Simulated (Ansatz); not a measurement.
A nudged elastic band was laid between two geometries of C3H9NS (14 atoms, charge 0, multiplicity 1).

Method: RKS PBE/def2-mTZVP (Ansatz).

```yaml
movable_images: 5
climbing_image: yes
spring: 5.0 eV/Å²
optimiser: quadratic models (default)
start_path: IDPP
force_threshold: 0.05 eV/Å
iteration_limit: 60
end_points: relaxed
```

Initial state:

```xyz
14
Properties=species:S:1:pos:R:3
C -1.444 -0.516 1.655
S 0.332 -0.623 1.240
C 0.265 -0.082 -0.572
C 1.680 -0.234 -1.112
N -0.238 1.248 -0.828
H -1.823 0.515 1.596
H -2.049 -1.171 1.011
H -1.554 -0.857 2.693
H -0.407 -0.798 -1.071
H 2.375 0.441 -0.589
H 2.045 -1.262 -0.985
H 1.696 0.021 -2.181
H -1.208 1.347 -0.517
H 0.317 1.940 -0.312
```

Final state:

```xyz
14
Properties=species:S:1:pos:R:3
C -1.341 -0.706 1.774
S 0.395 -0.753 1.203
C 0.175 -0.056 -0.501
C 1.538 -0.126 -1.191
N -0.428 1.271 -0.419
H -1.772 0.273 1.531
H -1.938 -1.505 1.314
H -1.333 -0.847 2.862
H -0.540 -0.706 -1.032
H 2.281 0.479 -0.649
H 1.914 -1.158 -1.249
H 1.461 0.270 -2.216
H -0.683 1.598 -1.358
H 0.255 1.936 -0.040
```

**Question.** What changes between the two ends?

**Answer.** No bond is made or broken. The height of N5 over the plane of its neighbours goes from 0.38 to -0.39 Å.

**Question.** What energy profile does the band end with?

**Answer.** It converged. The highest image is number 3 of 0 to 6, 0.205 eV above the first end and 0.128 eV above the last; the last end lies 0.077 eV above the first. A vibrational analysis at the climbing image gives one clearly imaginary mode, 581i cm⁻¹: a first-order saddle point.

```json
{"image": "0", "path coordinate (Å)": "0.00", "energy (eV)": "0.000", "height of N5 over the plane of its neighbours (Å)": "0.38"}
{"image": "1", "path coordinate (Å)": "0.30", "energy (eV)": "0.008", "height of N5 over the plane of its neighbours (Å)": "0.36"}
{"image": "2", "path coordinate (Å)": "0.60", "energy (eV)": "0.088", "height of N5 over the plane of its neighbours (Å)": "0.23"}
{"image": "3", "path coordinate (Å)": "0.90", "energy (eV)": "0.205", "height of N5 over the plane of its neighbours (Å)": "-0.06"}
{"image": "4", "path coordinate (Å)": "1.24", "energy (eV)": "0.125", "height of N5 over the plane of its neighbours (Å)": "-0.32"}
{"image": "5", "path coordinate (Å)": "1.57", "energy (eV)": "0.089", "height of N5 over the plane of its neighbours (Å)": "-0.37"}
{"image": "6", "path coordinate (Å)": "1.91", "energy (eV)": "0.077", "height of N5 over the plane of its neighbours (Å)": "-0.39"}
```

**Question.** What is the geometry of the highest image?

**Answer.** 
```xyz
14
Properties=species:S:1:pos:R:3
C -1.341 -0.630 1.743
S 0.363 -0.900 1.156
C 0.217 -0.078 -0.561
C 1.617 -0.162 -1.164
N -0.313 1.235 -0.531
H -1.629 0.414 1.554
H -2.059 -1.310 1.261
H -1.355 -0.811 2.825
H -0.477 -0.713 -1.132
H 2.319 0.467 -0.596
H 1.999 -1.193 -1.147
H 1.597 0.193 -2.204
H -1.222 1.443 -0.920
H 0.272 2.016 -0.256
```

**Question.** What are the harmonic wavenumbers there?

**Answer.** 581i, 86, 143, 200, 235, 264, 328, 399, 446, 572, 713, 890, 932, 953, 966, 1021, 1150, 1156, 1231, 1314, 1361, 1379, 1441, 1458, 1460, 1466, 1600, 2959, 2970, 2989, 3031, 3039, 3048, 3063, 3534, 3662 cm⁻¹.

The run took 110 s on 2 threads of Arm Neoverse V1 (shared host), peak memory 0.17 GiB.
